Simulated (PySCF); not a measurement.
carbon disulfide (CS₂), SMILES S=C=S. Atoms are numbered in the order given.

```xyz
3

S      0.0000     0.0000    -1.5527
C      0.0000     0.0000     0.0000
S      0.0000     0.0000     1.5527
```

Geometry optimised at B3LYP-D3(BJ)/def2-TZVP.

Calculation: B3LYP/def2-TZVPD (PySCF).

Gas-phase values at a fixed geometry.

```
Quantity                                                                                                       Result
---------------------------------------------------------------------------------------------  ----------------------
total energy                                                                                       -834.56696 hartree
point group                                                                                                       D∞h
highest occupied level                                                                                       -7.61 eV
lowest empty level                                                                                           -2.24 eV
orbital gap                                                                                                   5.37 eV
dipole moment                                                                                                  0.00 D
quadrupole, principal values (traceless, Buckingham form, about the centre of nuclear charge)  -1.45, -1.45, 2.90 D·Å
mean static polarisability                                                                       55.9 bohr³ (8.29 Å³)
polarisability, principal values                                                               37.2, 37.2, 93.4 bohr³
```
